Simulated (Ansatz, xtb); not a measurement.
Relative energy of two structures of CH2ClSi+

We compare I, a singlet given by its coordinates, with II, `C=[Si+]Cl`, a singlet. Both are isolated ions in the gas phase, relaxed with r2SCAN-D4/def2-TZVP.

I (Å):

```xyz
5

C    -0.4868   -0.0844   -0.4640
Cl   -1.1944   -1.5394    0.4762
Si    0.3742   -0.1658    1.2053
H    -0.0121   -0.4630   -1.3683
H    -1.2940    0.6219   -0.6542
```

Close contacts (Å): C1–Cl2 1.87, C1–Si3 1.88, Cl2–Si3 2.21, C1–H4 1.09, C1–H5 1.09.

II (Å):

```xyz
5

C    -1.0822   -1.0326   -0.5369
Cl    1.0675   -1.8813    2.0308
Si   -0.5389   -1.7669    0.9270
H    -1.8310   -0.2414   -0.4269
H    -1.2908   -1.7156   -1.3668
```

Energies in hartree; the thermal terms are from r2SCAN-D4/def2-TZVP harmonic frequencies (ideal gas, rigid rotor, one conformer each, 298.15 K, 1 atm) and include the zero-point energy:

|  | I | II |
| --- | --- | --- |
| E, CCSD(T)/def2-TZVPP | −787.677522 | −787.658812 |
| zero-point energy | 0.027340 | 0.024878 |
| H(298 K) − E | 0.031989 | 0.030211 |
| G(298 K) − E | 0.000859 | −0.002106 |

Task: Work out ΔE, ΔE₀, ΔH and ΔG for I → II in kJ/mol (1 Eh = 2625.50 kJ/mol) and the equilibrium ratio [II]/[I].

Result: 1. ΔE = −787.658812 − (−787.677522) = +0.018710 Eh = +49.12 kJ/mol.
2. ΔE₀ = ΔE + ΔZPE = +0.018710 + (−0.002462) Eh = +42.66 kJ/mol.
3. ΔH = ΔE + (−0.001778) Eh = +44.45 kJ/mol.
4. ΔG = ΔE + (−0.002965) Eh = +41.34 kJ/mol, so ΔS = (ΔH − ΔG)/T = +10.5 J/(mol K).
5. kT = 0.9442 mEh, so K = [II]/[I] = exp(−ΔG/kT) = exp(−16.68) ≈ 5.7 × 10^−8.

Structure I is favoured at this temperature. An error of 4 kJ/mol in ΔG would change K by a factor of 5. GFN2-xTB gave ΔE the other sign. Large T1 diagnostics make the coupled-cluster value less sure. Mirror images and further conformers aren't counted.

Other levels gave ΔE = −103.0 (GFN2-xTB); +289.6 (HF/STO-3G, GFN2-xTB geometries); +65.1 (r2SCAN-D4/def2-SVP, GFN2-xTB geometries); +45.2 (r2SCAN-D4/def2-TZVP); +73.9 (HF/def2-TZVPP); +60.7 (MP2/def2-TZVPP) kJ/mol. The correlated steps freeze 11 core orbitals. Programs: Ansatz 0.2.0, xtb 6.7.1.
